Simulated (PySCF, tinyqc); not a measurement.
Coupled-perturbed Hartree-Fock on RHF in the sto-3g basis, for BH, spin multiplicity 1, step by step. The lowest restricted solution is unstable here: a spin-polarised one lies 0.0052 hartree lower (PySCF). One step of it, computed by the program tinyqc.

Task: Orthogonalisation. S = U s U^T; symmetric (Loewdin) form X = U s^(-1/2) U^T, so that X^T S X = 1.

overlap S:
```
           1B 1s     1B 2s    1B 2px    1B 2py    1B 2pz     2H 1s
1B 1s   1.000000  0.269328  0.000000  0.000000  0.000000  0.023902
1B 2s   0.269328  1.000000  0.000000  0.000000  0.000000  0.270851
1B 2px  0.000000  0.000000  1.000000  0.000000  0.000000  0.000000
1B 2py  0.000000  0.000000  0.000000  1.000000  0.000000  0.000000
1B 2pz  0.000000  0.000000  0.000000  0.000000  1.000000  0.319621
2H 1s   0.023902  0.270851  0.000000  0.000000  0.319621  1.000000
```

Give: eigenvalues of S; X.

Result:

eigenvalues of S: 0.5475  0.8037  1.0000  1.0000  1.1768  1.4720

X:
```
          1B 1s    1B 2s  1B 2px  1B 2py   1B 2pz    2H 1s
1B 1s    1.0295  -0.1460  0.0000  0.0000  -0.0055   0.0192
1B 2s   -0.1460   1.0628  0.0000  0.0000   0.0387  -0.1576
1B 2px   0.0000   0.0000  1.0000  0.0000   0.0000   0.0000
1B 2py   0.0000   0.0000  0.0000  1.0000   0.0000   0.0000
1B 2pz  -0.0055   0.0387  0.0000  0.0000   1.0441  -0.1804
2H 1s    0.0192  -0.1576  0.0000  0.0000  -0.1804   1.0765
```
